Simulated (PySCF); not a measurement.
Constitutional and geometric isomers with formula C2H2O. Isolated molecules, 0 K electronic values unless said otherwise. Strings in code marks are SMILES.

All values below come from PBE-D3(BJ)/def2-TZVP // B3LYP-D3(BJ)/def2-TZVP (PySCF 2.14.0). All candidates: neutral, multiplicity 1. 

```yaml
dipole_moment: 1.35 D
HOMO–LUMO gap: 3.78 eV
HOMO: -5.87 eV
```

Question: Identify which member has these values.
A. `C1=CO1`
B. `C=C=O`
C. `C#CO`

Answer: B, `C=C=O`. The others give `C#CO`: 1.77 D, 5.42 eV, -5.99 eV; `C1=CO1`: 2.30 D, 2.90 eV, -4.35 eV
